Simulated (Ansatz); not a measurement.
Born–Oppenheimer molecular dynamics of AlClFH (4 atoms, charge 0, multiplicity 1). It goes on from the last frame of an earlier run, with new velocities.

Method: Ansatz, RKS B3LYP/def2-SVP.

* ensemble: NVE (velocity Verlet)
* time step: 0.5 fs
* steps asked: 166
* starting velocities drawn for: 300 K
* seed: 32984

First frame:

```xyz
4
Properties=species:S:1:pos:R:3
Al 0.047 0.013 0.007
H 0.096 -0.130 1.535
Cl 1.819 -0.003 -1.095
F -1.405 -0.006 -0.875
```

(1) How far do the bonds stretch over the last three quarters of this one trajectory? (Pairs bonded in most of those frames.)

Results:

(1) 
| bond | mean (Å) | spread (Å) | shortest | longest |
| --- | --- | --- | --- | --- |
| Al1–H2 | 1.569 | 0.044 | 1.50 | 1.63 |
| Al1–Cl3 | 2.089 | 0.019 | 2.06 | 2.12 |
| Al1–F4 | 1.662 | 0.031 | 1.62 | 1.70 |

Mean temperature of the second half: 236 K. The conserved energy stayed within 0.061 meV per atom of its start (net change 0.016 meV per atom), so the integration is sound. A run of 0.083 ps of so small a system gives no equilibrium averages.

Run time: 3.6 min on 1 thread of Arm Neoverse V1, on a shared host, peak memory 0.096 GiB.
